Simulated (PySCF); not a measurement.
Azetidine, C3H7N.
Geometry (PBE0-D3(BJ)/def2-SVP, Å), atoms numbered from 1 in this order:
```xyz
11
C3H7N angstrom
C      0.0538    0.9016   -0.3504
C      1.0261   -0.1211    0.2621
N      0.0551   -1.1733   -0.0416
C     -1.0184   -0.1855   -0.1640
H     -0.0861    1.8548    0.1775
H      0.2678    1.1002   -1.4099
H      2.0150   -0.2407   -0.2131
H      1.1849    0.0638    1.3440
H     -0.0676   -1.9012    0.6578
H     -1.6070   -0.0246    0.7619
H     -1.7255   -0.3594   -0.9934
```

NICS is the negative of the GIAO shielding at a point without a nucleus: at the ring centre (0) and 1 Å above and below it (1); zz is the component along the ring normal. Level: GIAO PBE0/pcSseg-1 (PySCF, non-relativistic, gas phase) on the PBE0-D3(BJ)/def2-SVP geometry, one conformer.

Ring bond lengths (Å), with Mayer bond orders in brackets: C1–C2 1.538 (1.02), C2–N3 1.464 (0.97), N3–C4 1.464 (0.97), C4–C1 1.538 (1.02).

Question: Give the NICS values of each ring in ppm.

Answer: 
```tsv
ring	type	NICS(0)	NICS(1), two faces	NICS(1)zz, two faces	rms pucker (Å)	centre to ring atoms, mean (Å)
C1–C2–N3–C4	4-membered ring with N; formal bonds all single	-1.8	0.4 / -0.4	3.2 / 1.7	0.12	1.05
```

Question: What do they say, and how far can they be read as aromaticity?

Answer: 
- C1–C2–N3–C4: mean NICS(1)zz 2.4 ppm, near zero. C1, C2, C4 have four or more neighbours; no verdict on aromaticity is drawn.

Question: Give the inner angles of the rings and the Hirshfeld charges of the ring atoms.

Answer: 
- C1–C2–N3–C4: C1 85.6° (-0.073 e), C2 88.6° (-0.027 e), N3 91.1° (-0.185 e), C4 88.6° (-0.027 e); sum 353.9° against 360° for a flat convex ring.

Question: How do the values depend on the level or the medium?

Answer: 
```json
{"level": "PBE0/pcSseg-1, gas", "NICS(0), C1–C2–N3–C4": "-1.8", "mean NICS(1)zz, C1–C2–N3–C4": "2.4"}
{"level": "PBE0/pcSseg-2, gas", "NICS(0), C1–C2–N3–C4": "-1.8", "mean NICS(1)zz, C1–C2–N3–C4": "3.1"}
```

The geometry is the same throughout.
